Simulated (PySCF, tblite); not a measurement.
# CH6Si: bond homolysis, part 3 of 3

tblite 0.8.0 and PySCF 2.14.0. Atoms count from 0. Earlier steps stand in the parts before.

## (23) Single point (CH₆Si): wavefunction

Geometry: PBE0-D3(BJ)/def2-SVP.

The job: settings as JSON, then the geometry in Å.

```
{"job": {"kind": "sp", "xc": "MP2", "basis": "ma-def2-TZVP", "grid": 2}, "charge": 0, "multiplicity": 1}
C     -0.982400    -0.112949     0.021688
Si     0.883603     0.105396    -0.030690
H     -1.438618     0.585998     0.739076
H     -1.247703    -1.136933     0.325684
H     -1.425344     0.075350    -0.968131
H      1.242578     1.497102    -0.445912
H      1.500863    -0.846751    -1.005663
H      1.484658    -0.149427     1.315423
```

Method: wavefunction single point, frozen core, gas phase.

The program printed:

```text
final grid: 55368 points
cycle   1  E = -330.2941504080  dE = -2.395e-01  |g| = 2.314e-01  |ddm| = 1.704e+00
cycle   2  E = -330.3171336343  dE = -2.298e-02  |g| = 6.315e-02  |ddm| = 2.381e-01
cycle   3  E = -330.3192131372  dE = -2.080e-03  |g| = 1.698e-02  |ddm| = 9.092e-02
cycle   4  E = -330.3193111445  dE = -9.801e-05  |g| = 3.213e-03  |ddm| = 1.599e-02
cycle   5  E = -330.3193184845  dE = -7.340e-06  |g| = 9.939e-04  |ddm| = 5.768e-03
cycle   6  E = -330.3193190291  dE = -5.446e-07  |g| = 2.988e-04  |ddm| = 1.643e-03
cycle   7  E = -330.3193190838  dE = -5.468e-08  |g| = 5.495e-05  |ddm| = 5.867e-04
cycle   8  E = -330.3193190862  dE = -2.377e-09  |g| = 9.746e-06  |ddm| = 1.275e-04
converged SCF energy = -330.3193190862
E(HF, exact integrals) = -330.3193364479
E(MP2) = -330.6197804403
```

Wall time 2.3 s (1 thread of Arm Neoverse V1, shared host).

## (24) Single point (CH₅Si radical, [CH2][SiH3]): wavefunction

Geometry: PBE0-D3(BJ)/def2-SVP.

The job: settings as JSON, then the geometry in Å.

```
{"job": {"kind": "sp", "xc": "MP2", "basis": "ma-def2-TZVP", "grid": 2}, "charge": 0, "multiplicity": 2}
C     -0.885704    -0.293519    -0.174998
Si     0.925728     0.071973    -0.074138
H     -1.367117    -1.057806     0.444500
H     -1.548800     0.204117    -0.890731
H      1.194095     1.492931    -0.454750
H      1.714546    -0.802575    -1.004056
H      1.431444    -0.171999     1.311822
```

With the program's defaults for keys left out, this is: wavefunction single point, frozen core, gas phase.

The program printed:

```text
final grid: 50000 points
cycle   1  E = -329.6489361160  dE = -2.940e-01  |g| = 1.885e-01  |ddm| = 1.202e+00
cycle   2  E = -329.6846859170  dE = -3.575e-02  |g| = 6.663e-02  |ddm| = 2.072e-01
cycle   3  E = -329.6892417025  dE = -4.556e-03  |g| = 2.414e-02  |ddm| = 7.699e-02
cycle   4  E = -329.6899761880  dE = -7.345e-04  |g| = 8.632e-03  |ddm| = 3.039e-02
cycle   5  E = -329.6901121347  dE = -1.359e-04  |g| = 4.191e-03  |ddm| = 1.420e-02
cycle   6  E = -329.6901488767  dE = -3.674e-05  |g| = 1.732e-03  |ddm| = 8.780e-03
cycle   7  E = -329.6901555134  dE = -6.637e-06  |g| = 5.517e-04  |ddm| = 4.416e-03
cycle   8  E = -329.6901561750  dE = -6.615e-07  |g| = 1.502e-04  |ddm| = 1.468e-03
cycle   9  E = -329.6901562206  dE = -4.567e-08  |g| = 4.058e-05  |ddm| = 3.853e-04
cycle  10  E = -329.6901562239  dE = -3.282e-09  |g| = 1.233e-05  |ddm| = 1.002e-04
converged SCF energy = -329.6901562239
E(HF, exact integrals) = -329.6901761801
E(MP2) = -329.9520735991
```

Wall time 3.5 s (1 thread of Arm Neoverse V1, shared host).

## (25) Single point (CH₅Si radical, C[SiH2]): wavefunction

Geometry: PBE0-D3(BJ)/def2-SVP.

The job: settings as JSON, then the geometry in Å.

```
{"job": {"kind": "sp", "xc": "MP2", "basis": "ma-def2-TZVP", "grid": 2}, "charge": 0, "multiplicity": 2}
C     -0.991810    -0.130918     0.028186
Si     0.875361     0.104606    -0.050674
H     -1.443573     0.561736     0.753906
H     -1.242703    -1.160043     0.334698
H     -1.450933     0.054231    -0.954433
H      1.510646    -0.805796    -1.056643
H      1.519353    -0.093648     1.287341
```

With the program's defaults for keys left out, this is: wavefunction single point, frozen core, gas phase.

The program printed:

```text
final grid: 50000 points
cycle   1  E = -329.6621489439  dE = -1.775e-01  |g| = 1.705e-01  |ddm| = 1.223e+00
cycle   2  E = -329.6919353817  dE = -2.979e-02  |g| = 5.665e-02  |ddm| = 2.344e-01
cycle   3  E = -329.6962972314  dE = -4.362e-03  |g| = 1.981e-02  |ddm| = 1.033e-01
cycle   4  E = -329.6968414380  dE = -5.442e-04  |g| = 7.270e-03  |ddm| = 3.247e-02
cycle   5  E = -329.6969585708  dE = -1.171e-04  |g| = 2.853e-03  |ddm| = 1.716e-02
cycle   6  E = -329.6969749198  dE = -1.635e-05  |g| = 1.187e-03  |ddm| = 6.510e-03
cycle   7  E = -329.6969779089  dE = -2.989e-06  |g| = 4.097e-04  |ddm| = 3.146e-03
cycle   8  E = -329.6969783180  dE = -4.091e-07  |g| = 1.182e-04  |ddm| = 1.210e-03
cycle   9  E = -329.6969783546  dE = -3.654e-08  |g| = 4.511e-05  |ddm| = 3.559e-04
cycle  10  E = -329.6969783603  dE = -5.789e-09  |g| = 1.580e-05  |ddm| = 2.023e-04
converged SCF energy = -329.6969783603
E(HF, exact integrals) = -329.6969920440
E(MP2) = -329.9737478216
```

It took 3.5 s on 1 thread of Arm Neoverse V1, shared host.

## (26) Bond homolysis: MP2/ma-def2-TZVP

This step combines the energies above: geometries from PBE0-D3(BJ)/def2-SVP, zero-point and thermal terms from PBE0-D3(BJ)/def2-SVP.

The job: settings as JSON, then the geometry in Å.

```
{"job": {"kind": "bd", "cap": 8, "geom": {"xc": "PBE0", "basis": "def2-SVP", "d3": "d3bj", "grid": 1}, "hess": 1, "level": {"xc": "MP2", "basis": "ma-def2-TZVP"}}, "charge": 0, "multiplicity": 1}
C     -0.982400    -0.112949     0.021688
Si     0.883603     0.105396    -0.030690
H     -1.438618     0.585998     0.739076
H     -1.247703    -1.136933     0.325684
H     -1.425344     0.075350    -0.968131
H      1.242578     1.497102    -0.445912
H      1.500863    -0.846751    -1.005663
H      1.484658    -0.149427     1.315423
```

Output (the driver's rows laid out field by field):

```text
homolysis bond by bond, MP2/ma-def2-TZVP // PBE0-D3(BJ)/def2-SVP

row 1
  atoms                   0 2
  elements                C H
  length                  1.1006
  fragments               formula CH5Si, charge 0, multiplicity 2, smiles [CH2][SiH3], kept yes, pieces 1, point_group Cs, largest_spin C 1.092; formula H, charge 0, multiplicity 2, smiles [H], kept yes, pieces 1
  electronic              440.81
  zero_kelvin             403.87
  enthalpy                411.0
  free_energy             370.56

row 2
  atoms                   1 5
  elements                Si H
  length                  1.496
  fragments               formula CH5Si, charge 0, multiplicity 2, smiles C[SiH2], kept yes, pieces 1, point_group Cs, largest_spin Si 0.98; formula H, charge 0, multiplicity 2, smiles [H], kept yes, pieces 1
  electronic              383.91
  zero_kelvin             358.51
  enthalpy                364.51
  free_energy             326.54

row 3
  atoms                   0 1
  elements                C Si
  length                  1.8795
  fragments               formula CH3, charge 0, multiplicity 2, smiles [CH3], kept yes, pieces 1, point_group D3h, largest_spin C 1.16; formula H3Si, charge 0, multiplicity 2, smiles [SiH3], kept yes, pieces 1, point_group C3v, largest_spin Si 1.017
  electronic              390.02
  zero_kelvin             363.35
  enthalpy                370.88
  free_energy             323.94
```

Wall time 10 s (1 thread of Arm Neoverse V1, shared host).

Some single points behind these values are not shown above.

Dissociation energies (kJ/mol, gas phase, 298 K for the thermal columns):

```
  bond          fragments  electronic  enthalpy  free energy
 C0–H2  [CH2][SiH3] + [H]       440.8     411.0        370.6
Si1–H5      C[SiH2] + [H]       383.9     364.5        326.5
C0–Si1     [CH3] + [SiH3]       390.0     370.9        323.9
```

## (27) Single point (CH₆Si): HF/ma-def2-TZVP

Geometry: PBE0-D3(BJ)/def2-SVP.

The job: settings as JSON, then the geometry in Å.

```
{"job": {"kind": "sp", "xc": "HF", "basis": "ma-def2-TZVP", "grid": 2}, "charge": 0, "multiplicity": 1}
C     -0.982400    -0.112949     0.021688
Si     0.883603     0.105396    -0.030690
H     -1.438618     0.585998     0.739076
H     -1.247703    -1.136933     0.325684
H     -1.425344     0.075350    -0.968131
H      1.242578     1.497102    -0.445912
H      1.500863    -0.846751    -1.005663
H      1.484658    -0.149427     1.315423
```

The program printed:

```text
final grid: 55368 points
cycle   1  E = -330.2941504080  dE = -2.395e-01  |g| = 2.314e-01  |ddm| = 1.704e+00
cycle   2  E = -330.3171336343  dE = -2.298e-02  |g| = 6.315e-02  |ddm| = 2.381e-01
cycle   3  E = -330.3192131372  dE = -2.080e-03  |g| = 1.698e-02  |ddm| = 9.092e-02
cycle   4  E = -330.3193111445  dE = -9.801e-05  |g| = 3.213e-03  |ddm| = 1.599e-02
cycle   5  E = -330.3193184845  dE = -7.340e-06  |g| = 9.939e-04  |ddm| = 5.768e-03
cycle   6  E = -330.3193190291  dE = -5.446e-07  |g| = 2.988e-04  |ddm| = 1.643e-03
cycle   7  E = -330.3193190838  dE = -5.468e-08  |g| = 5.495e-05  |ddm| = 5.867e-04
cycle   8  E = -330.3193190862  dE = -2.377e-09  |g| = 9.746e-06  |ddm| = 1.275e-04
converged SCF energy = -330.3193190862
```

Run time: 0.46 s. Hardware: 1 thread of Arm Neoverse V1, shared host.

## (28) Single point (CH₅Si radical, [CH2][SiH3]): HF/ma-def2-TZVP

Geometry: PBE0-D3(BJ)/def2-SVP.

The job: settings as JSON, then the geometry in Å.

```
{"job": {"kind": "sp", "xc": "HF", "basis": "ma-def2-TZVP", "grid": 2}, "charge": 0, "multiplicity": 2}
C     -0.885704    -0.293519    -0.174998
Si     0.925728     0.071973    -0.074138
H     -1.367117    -1.057806     0.444500
H     -1.548800     0.204117    -0.890731
H      1.194095     1.492931    -0.454750
H      1.714546    -0.802575    -1.004056
H      1.431444    -0.171999     1.311822
```

The program printed:

```text
final grid: 50000 points
cycle   1  E = -329.6489361160  dE = -2.940e-01  |g| = 1.885e-01  |ddm| = 1.202e+00
cycle   2  E = -329.6846859170  dE = -3.575e-02  |g| = 6.663e-02  |ddm| = 2.072e-01
cycle   3  E = -329.6892417025  dE = -4.556e-03  |g| = 2.414e-02  |ddm| = 7.699e-02
cycle   4  E = -329.6899761880  dE = -7.345e-04  |g| = 8.632e-03  |ddm| = 3.039e-02
cycle   5  E = -329.6901121347  dE = -1.359e-04  |g| = 4.191e-03  |ddm| = 1.420e-02
cycle   6  E = -329.6901488767  dE = -3.674e-05  |g| = 1.732e-03  |ddm| = 8.780e-03
cycle   7  E = -329.6901555134  dE = -6.637e-06  |g| = 5.517e-04  |ddm| = 4.416e-03
cycle   8  E = -329.6901561750  dE = -6.615e-07  |g| = 1.502e-04  |ddm| = 1.468e-03
cycle   9  E = -329.6901562206  dE = -4.567e-08  |g| = 4.058e-05  |ddm| = 3.853e-04
cycle  10  E = -329.6901562239  dE = -3.282e-09  |g| = 1.233e-05  |ddm| = 1.002e-04
converged SCF energy = -329.6901562239
```

It took 0.83 s on 1 thread of Arm Neoverse V1, shared host.

## (29) Single point (CH5Si radical, C[SiH2]): HF/ma-def2-TZVP

Geometry: PBE0-D3(BJ)/def2-SVP.

The job: settings as JSON, then the geometry in Å.

```
{"job": {"kind": "sp", "xc": "HF", "basis": "ma-def2-TZVP", "grid": 2}, "charge": 0, "multiplicity": 2}
C     -0.991810    -0.130918     0.028186
Si     0.875361     0.104606    -0.050674
H     -1.443573     0.561736     0.753906
H     -1.242703    -1.160043     0.334698
H     -1.450933     0.054231    -0.954433
H      1.510646    -0.805796    -1.056643
H      1.519353    -0.093648     1.287341
```

The program printed:

```text
final grid: 50000 points
cycle   1  E = -329.6621489439  dE = -1.775e-01  |g| = 1.705e-01  |ddm| = 1.223e+00
cycle   2  E = -329.6919353817  dE = -2.979e-02  |g| = 5.665e-02  |ddm| = 2.344e-01
cycle   3  E = -329.6962972314  dE = -4.362e-03  |g| = 1.981e-02  |ddm| = 1.033e-01
cycle   4  E = -329.6968414380  dE = -5.442e-04  |g| = 7.270e-03  |ddm| = 3.247e-02
cycle   5  E = -329.6969585708  dE = -1.171e-04  |g| = 2.853e-03  |ddm| = 1.716e-02
cycle   6  E = -329.6969749198  dE = -1.635e-05  |g| = 1.187e-03  |ddm| = 6.510e-03
cycle   7  E = -329.6969779089  dE = -2.989e-06  |g| = 4.097e-04  |ddm| = 3.146e-03
cycle   8  E = -329.6969783180  dE = -4.091e-07  |g| = 1.182e-04  |ddm| = 1.210e-03
cycle   9  E = -329.6969783546  dE = -3.654e-08  |g| = 4.511e-05  |ddm| = 3.559e-04
cycle  10  E = -329.6969783603  dE = -5.789e-09  |g| = 1.580e-05  |ddm| = 2.023e-04
converged SCF energy = -329.6969783603
```

Run time: 0.82 s. Hardware: 1 thread of Arm Neoverse V1, shared host.

## (30) Bond homolysis: HF/ma-def2-TZVP

This step combines the energies above: geometries from PBE0-D3(BJ)/def2-SVP, zero-point and thermal terms from PBE0-D3(BJ)/def2-SVP.

The job: settings as JSON, then the geometry in Å.

```
{"job": {"kind": "bd", "cap": 8, "geom": {"xc": "PBE0", "basis": "def2-SVP", "d3": "d3bj", "grid": 1}, "hess": 1, "level": {"xc": "HF", "basis": "ma-def2-TZVP"}}, "charge": 0, "multiplicity": 1}
C     -0.982400    -0.112949     0.021688
Si     0.883603     0.105396    -0.030690
H     -1.438618     0.585998     0.739076
H     -1.247703    -1.136933     0.325684
H     -1.425344     0.075350    -0.968131
H      1.242578     1.497102    -0.445912
H      1.500863    -0.846751    -1.005663
H      1.484658    -0.149427     1.315423
```

Output (the driver's rows laid out field by field):

```text
homolysis bond by bond, HF/ma-def2-TZVP // PBE0-D3(BJ)/def2-SVP

row 1
  atoms                   0 2
  elements                C H
  length                  1.1006
  fragments               formula CH5Si, charge 0, multiplicity 2, smiles [CH2][SiH3], kept yes, pieces 1, point_group Cs, largest_spin C 1.092; formula H, charge 0, multiplicity 2, smiles [H], kept yes, pieces 1
  electronic              339.62
  zero_kelvin             302.68
  enthalpy                309.8
  free_energy             269.36

row 2
  atoms                   1 5
  elements                Si H
  length                  1.496
  fragments               formula CH5Si, charge 0, multiplicity 2, smiles C[SiH2], kept yes, pieces 1, point_group Cs, largest_spin Si 0.98; formula H, charge 0, multiplicity 2, smiles [H], kept yes, pieces 1
  electronic              321.7
  zero_kelvin             296.31
  enthalpy                302.31
  free_energy             264.34

row 3
  atoms                   0 1
  elements                C Si
  length                  1.8795
  fragments               formula CH3, charge 0, multiplicity 2, smiles [CH3], kept yes, pieces 1, point_group D3h, largest_spin C 1.16; formula H3Si, charge 0, multiplicity 2, smiles [SiH3], kept yes, pieces 1, point_group C3v, largest_spin Si 1.017
  electronic              277.3
  zero_kelvin             250.63
  enthalpy                258.16
  free_energy             211.23
```

It took 2.7 s on 1 thread of Arm Neoverse V1, shared host.

Some single points behind these values are not shown above.

Dissociation energies (kJ/mol, gas phase, 298 K for the thermal columns):

```
  bond          fragments  electronic  enthalpy  free energy
 C0–H2  [CH2][SiH3] + [H]       339.6     309.8        269.4
Si1–H5      C[SiH2] + [H]       321.7     302.3        264.3
C0–Si1     [CH3] + [SiH3]       277.3     258.2        211.2
```

## (31) What came out

The summary covers parts 1 to 3.

| quantity | value |
| --- | --- |
| strongest single infrared mode (GFN2-xTB) | 2254 cm⁻¹, 451 km/mol |
| zero-point energy (GFN2-xTB) | 37.5 kcal/mol |
| point group | C3v |
| rotational constants (main isotopes) | 55.42, 10.85, 10.85 GHz |
| bond enthalpy (ΔH), C0–H2 (wB97X-D3(BJ)/def2-TZVP) | 421.2 kJ/mol |
| bond enthalpy (ΔH), Si1–H5 (wB97X-D3(BJ)/def2-TZVP) | 387.6 kJ/mol |
| bond enthalpy (ΔH), C0–Si1 (wB97X-D3(BJ)/def2-TZVP) | 381.1 kJ/mol |
| bond enthalpy (ΔH), C0–H2 (CCSD(T)/ma-def2-TZVP) | 411.6 kJ/mol |
| bond enthalpy (ΔH), Si1–H5 (CCSD(T)/ma-def2-TZVP) | 375.7 kJ/mol |
| bond enthalpy (ΔH), C0–H2 (MP2/ma-def2-TZVP) | 411.0 kJ/mol |
| bond enthalpy (ΔH), Si1–H5 (MP2/ma-def2-TZVP) | 364.5 kJ/mol |
| bond enthalpy (ΔH), C0–H2 (HF/ma-def2-TZVP) | 309.8 kJ/mol |
| bond enthalpy (ΔH), Si1–H5 (HF/ma-def2-TZVP) | 302.3 kJ/mol |

What this shows: All 18 modes are real, so the xTB geometry is a minimum. GFN2-xTB is a fitted tight-binding method: band positions and strengths are rough. Its intensities can rank the bands wrongly. The optimisation took 3 steps and gained 0.044 eV; among the close pairs (by a distance rule), Si1–H5 changed most, from 1.465 to 1.496 Å (PBE0/def2-SVP). At wB97X-D3(BJ)/def2-TZVP the bond enthalpy (ΔH) runs from 381.1 kJ/mol (C0–Si1) to 421.2 kJ/mol (C0–H2). At CCSD(T)/ma-def2-TZVP the bond enthalpy (ΔH) runs from 358.9 kJ/mol (C0–Si1) to 411.6 kJ/mol (C0–H2). At MP2/ma-def2-TZVP the bond enthalpy (ΔH) runs from 364.5 kJ/mol (Si1–H5) to 411.0 kJ/mol (C0–H2). At HF/ma-def2-TZVP the bond enthalpy (ΔH) runs from 258.2 kJ/mol (C0–Si1) to 309.8 kJ/mol (C0–H2). Hartree-Fock lacks correlation, so its bond and fragment energies are far off.
